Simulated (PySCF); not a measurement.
C2H4F2O.
Bonds: C1–O2, O2–C3, C3–F4, C3–F5. Hydrogens: H6, H7, H8 on C1; H9 on C3.

Level of theory: delta-SCF UKS SCAN, pcX-2 on the ionised atom, pcseg-1 elsewhere, spin-free X2C (PySCF). These are vertical core ionisation energies against the vacuum level, from separate self-consistent calculations with and without the core hole.

Some binding energies are withheld.

```csv
atom(s),bonded to,level,binding energy (eV)
C1,O and 3 H,C 1s,?
C3,"2 F, O and H",C 1s,297.34
O2,2 C,O 1s,539.87
F4/F5,C,F 1s,?
```

Problem. Fill in C 1s for C1.

Solution. 293.14 eV (methoxy carbon). The other listed C 1s value is that of C3; the shift against it is -4.20 eV.

Problem. What is the F 1s binding energy of F4/F5?

Solution. 693.20 eV (fluorine of a CF2 group).

Lowest listed C 1s: C1, bonded to O and 3 H. Highest, 4.20 eV above it: C3, bonded to 2 F, O and H. Summing the Pauling electronegativity differences to the bonded atoms, each weighted by its formal bond order, gives -0.16 for the lowest site and +3.40 for the highest.

Problem. Which photon energy gives electrons from C 1s of C3 a kinetic energy of 20 eV, and what is their de Broglie wavelength?

Solution. hν = 297.34 + 20 = 317.34 eV, recoil neglected; λ = 12.264 Å/√(E/eV) = 2.74 Å.

Topologically equivalent atoms share the value of their first member; where this conformer doesn't relate them by symmetry, their own values could differ. One conformer (not necessarily the lowest) at the GFN2-xTB geometry, without solvent, vibrations or thermal averaging.

Conformer computed: `[CH3:1][O:2][CH:3]([F:4])[F:5]`: C1–O2–C3–F4 72°.
